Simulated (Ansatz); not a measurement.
We consider HfO2 (P2₁/c, No. 14), described by r²SCAN+rVV10 in Ansatz (plane waves, PAW).

Run with plane-wave cutoff 560 eV, 8×8×8 k mesh, Fermi–Dirac smearing 0.01 eV, scalar-relativistic PAW data made under PBE.

Cell (relaxed at this level):

```yaml
crystal:
  lattice:
    - [0.00000, 5.09049, -0.00330]
    - [5.18401, 0.00000, 0.00000]
    - [0.00000, -0.85069, -5.19172]
  atoms:
    - { symbol: Hf, position: [0.72327, 0.95854, 0.79170] }
    - { symbol: Hf, position: [0.27673, 0.45854, 0.70830] }
    - { symbol: Hf, position: [0.27673, 0.04146, 0.20830] }
    - { symbol: Hf, position: [0.72327, 0.54146, 0.29170] }
    - { symbol: O, position: [0.55347, 0.24144, 0.51952] }
    - { symbol: O, position: [0.44653, 0.74144, 0.98048] }
    - { symbol: O, position: [0.44653, 0.75856, 0.48048] }
    - { symbol: O, position: [0.55347, 0.25856, 0.01952] }
    - { symbol: O, position: [0.92618, 0.65886, 0.66246] }
    - { symbol: O, position: [0.07382, 0.15886, 0.83754] }
    - { symbol: O, position: [0.07382, 0.34114, 0.33754] }
    - { symbol: O, position: [0.92618, 0.84114, 0.16246] }
```

Q: Estimate the bulk modulus, band gap, smallest direct gap on the k points sampled and direct gap at Γ that the calculation returns.

A: 
- bulk modulus: 179 GPa
- band gap: 4.59 eV
- smallest direct gap on the k points sampled: 4.68 eV
- direct gap at Γ: 4.98 eV

Measured, for comparison: band gap 5.7 eV (temperature not stated, not corrected to a static lattice, our sources range from 5.70 to 5.84; as tabulated in Choudhary et al. (2018), arXiv:1804.01032).

Note: the relaxation could not lower the start's symmetry, so the cell can be a saddle point above a distorted one; the bulk modulus comes from volumes at which shape and atoms were relaxed.

Spin–orbit coupling is not included.

Computed values are for the static lattice.

It cost about 70 core-minutes (a rough figure) of CPU time.

Ansatz is a first-principles code.
